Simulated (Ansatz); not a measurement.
Other spins and charges of HGe–AsH2, triplet at one geometry

Geometry (PBE0/def2-TZVP stationary point for this spin, not checked as a minimum):

```xyz
5

Ge    0.0000    0.0646    1.2302
As    0.0000   -0.0704   -1.1802
H     0.0000   -1.3178    1.9461
H     1.1017    0.9471   -1.4382
H    -1.1017    0.9471   -1.4382
```

Basis cc-pVTZ; Ansatz 0.2.0. Only valence electrons are correlated (noble-gas cores and the filled d shells of p-block atoms frozen). R marks a restricted (for open shells ROHF) determinant, U an unrestricted one. Active spaces: valence = (12e, 11o) chosen from the atoms' valence shells. No spin–orbit coupling is included, and no scalar relativity.

Gaps are energies of the second state less the first, at fixed atoms, for a selection of the levels run; each method lands on the state that its own search finds for that charge and spin.

Question: PBE gives 7.330 eV for removing an electron, to the doublet. Estimate what UCCSDT(Q) gives in cc-pVTZ.

Answer: UCCSDT(Q) in cc-pVTZ gives 7.386 eV, so against it PBE is off by -0.056 eV.

```
                 level  gap (eV)  error (meV)
                   UHF     6.987         -399
                  UMP2     7.410           24
                 UCCSD     7.360          -26
              UCCSD(T)     7.386            0
               BCCD(T)     7.379           -7
                UCCSDT     7.385           -1
CASSCF (valence space)     6.590         -796
NEVPT2 (valence space)     7.193         -193
                r2SCAN     7.548          162
                  PBE0     7.425           39
                 B3LYP     7.333          -53
               wB97M-V     7.298          -88
                B2PLYP     7.289          -97
               RPA-PBE     7.537          151
```

Functionals correlate the shells that the reference freezes, so part of their error here is the reference's.

Full CI isn't at hand for all of this; UCCSDT(Q) serves as the reference, and is uncertain by about the last step of the cluster series. The frozen core follows each run's orbitals, which can shift R against U totals by a few meV for light atoms and by up to 0.1 eV past Ca.
